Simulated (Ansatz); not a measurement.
`[B]Cl` from Hartree–Fock to CCSD(T)

```xyz
2

B    -0.6042    0.0012    0.6106
Cl    0.6042   -0.0012   -0.6106
```

Charge 0, multiplicity 1. All single points use the PBE0-D4/def2-TZVP geometry. Frozen core, restricted reference, Ansatz 0.2.0. CBS rows extrapolate triple and quadruple zeta.

```
      basis     HF (Eh)  MP2 corr.  CCSD corr.       (T)  CCSD(T) total
   def2-SVP  -483.96173   -0.19504    -0.22296         ?              ?
 def2-TZVPP  -484.14852   -0.25999    -0.28997  -0.01378     -484.45227
 def2-QZVPP  -484.16196   -0.28399    -0.31123  -0.01576     -484.48895
  CBS(def2)  -484.16381   -0.30177    -0.32697         ?              ?
cc-pV(D+d)Z  -484.13850   -0.19931    -0.22892  -0.00744     -484.37486
cc-pV(T+d)Z           ?   -0.26020    -0.29018  -0.01376              ?
cc-pV(Q+d)Z  -484.16149   -0.28375    -0.31099  -0.01573     -484.48821
    CBS(cc)  -484.16290   -0.30051           ?  -0.01712              ?
```

Task: Fill in the withheld values. (Estimate.)

Result: Ansatz gave: def2-SVP (T): -0.00701; def2-SVP CCSD(T) total: -484.19170; CBS(def2) (T): -0.01722; CBS(def2) CCSD(T) total: -484.50800; cc-pV(T+d)Z HF (Eh): -484.15679; cc-pV(T+d)Z CCSD(T) total: -484.46073; CBS(cc) CCSD corr.: -0.32581; CBS(cc) CCSD(T) total: -484.50583.
